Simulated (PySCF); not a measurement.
Allene, C₃H₄.
Cartesian coordinates in Å at the GFN2-xTB level; atoms count from 1:
```xyz
7
C3H4 angstrom
C     -1.2931   -0.0023    0.0033
C      0.0004    0.0001   -0.0035
C      1.2940    0.0035   -0.0110
H     -1.8578    0.6219    0.6771
H     -1.8628   -0.6287   -0.6644
H      1.8556    0.6777   -0.6375
H      1.8671   -0.6673    0.6089
```

The calculation used wB97X-D/def2-SVPD in PySCF (dipole) on a GFN2-xTB geometry, gas phase.

Masses are those of the commonest isotopes; rigid-rotor values at the optimised geometry. 

Give the principal moments of inertia and the rotational constants in cm⁻¹.

Ia = 3.39, Ib = 55.81, Ic = 55.82 u·Å²; 505379 MHz·u·Å²/I gives 149099, 9056 and 9054 MHz, that is A = 4.97341, B = 0.30207, C = 0.30201 cm⁻¹.

Classify the top.

A prolate symmetric top, as the point group D2d requires two equal moments; the computed ones differ by 0.02 % because the geometry is symmetric only within the optimiser's tolerance; Ray's κ = -1.000.

The point group D2d allows no dipole (computed: 0.00 D), so a rigid rotor has no electric-dipole lines.

Not checked by GFN2-xTB frequencies. Constants of a rigid frame at the computed geometry: no zero-point averaging, no centrifugal distortion.

Hardware: one thread, Arm Neoverse N1, no GPU, on a shared host. Cost: 5.4 s of wall time. This is the wB97X-D/def2-SVPD job that gave the dipole, with the excitations it also computed.
